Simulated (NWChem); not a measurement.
**Total energies of ethylene (C₂H₄)**

SMILES: C=C
```xyz
6

C      0.0000     0.0000     0.6703
C      0.0000     0.0000    -0.6703
H      0.9374     0.0000     1.2507
H     -0.9374     0.0000     1.2507
H     -0.9374     0.0000    -1.2507
H      0.9374     0.0000    -1.2507
```
Charge 0, spin multiplicity 1.

All runs are NWChem calculations. The geometry was optimised at PBE/def2-SVP, a minimum by its harmonic frequencies.

Basis set: def2-TZVP (86 functions).

| method | total energy (Ha) |
|---|---|
| RHF | -78.06254 |
| MP2 | -78.38768 |
| B2PLYP | -78.53507 |
| PBE | -78.50004 |
| B3LYP | -78.62254 |
| r2SCAN | -78.55985 |
| CCSD(T) | -78.42869 |

Total energies of different functionals aren't comparable as a measure of quality: only differences taken within one method are. 

The correlated methods keep 2 core orbitals frozen. B3LYP has NWChem's definition, with VWN1-RPA local correlation. Coupled-cluster values serve here as a point of comparison, not as the truth.
